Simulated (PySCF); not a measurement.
# The bond of BO, level by level

An exercise on one series of results from a longer session: the logs are not shown, and one member is left open.

Program: PySCF 2.14.0. Level of theory: B def2-TZVPPD, O def2-TZVPPD, no relativity. These are calculated values, not measurements.

The first run:

The job is set up so:

```json
{
  "atoms": "B, O",
  "charge": "0",
  "basis": "B def2-TZVPPD, O def2-TZVPPD",
  "Hamiltonian": "no relativity",
  "basis functions": "77",
  "electrons treated": "13",
  "masses in u": "11.0093, 15.9949",
  "levels": "PBE0, PBE, r²SCAN, TPSS, r²SCANh, LDA, M06-L, M06-2X, CAM-B3LYP, HF, MP2, SCS-MP2, CCSD, CCSD(T)",
  "grid": "80 radial by 434 angular points",
  "occupations": "held fixed by the projection of orbital angular momentum",
  "dissociation limit": "B + O, each in its ground configuration",
  "starting distance in angstrom": "1.415",
  "values of 2S to try": "1, 3"
}
```

Command:

```sh
$ OMP_NUM_THREADS=1 python dia.py task.json out
```

Among the steps run: The job; First curve: PBE0; Other states along the same grid; PBE (GGA); r²SCAN; TPSS (meta-GGA); r²SCANh (hybrid meta-GGA); LDA; M06-L (meta-GGA); M06-2X (hybrid meta-GGA); CAM-B3LYP (range-separated hybrid); UHF (mean field); Correlated methods on the Hartree–Fock reference.

One of the session's tables, all rows but one given; the rest of the session is left out.

Energy (eV) from each level's lowest point:

```
R (Å)    UHF  UHF-MP2  UHF-SCS-MP2  UHF-CCSD  UHF-CCSD(T)
1.035  1.530    2.006        1.960       n/a          n/a
1.083  0.615    0.955        0.920     0.880        0.951
1.131  0.137    0.338        0.316     0.293        0.337
1.167  0.000    0.095        0.083     0.073        0.095
1.203      ?        ?            ?         ?            ?
1.239  0.140    0.025        0.038     0.045        0.022
1.287  0.452    0.205        0.240     0.247        0.191
1.347  1.004    0.612        0.678     0.664        0.567
1.419  1.811    1.295        1.411     1.318        1.174
1.516  3.003    2.495        2.715       n/a          n/a
```

Q: Estimate the row for R (Å) = 1.203 from the others.

Worked estimate for «UHF». A straight line through the neighbours (1.167, 0.000) and (1.239, 0.140) gives 0.000 + (0.140 − 0.000) × (1.203 − 1.167) / (1.239 − 1.167) = 0.070; a parabola fitted to 4 rows on both sides gives 0.014.

**Answer.** UHF: 0.011; UHF-MP2: 0.000; UHF-SCS-MP2: 0.000; UHF-CCSD: 0.000; UHF-CCSD(T): 0.000. In «UHF» the line misses by +0.059 and the parabola by +0.003.
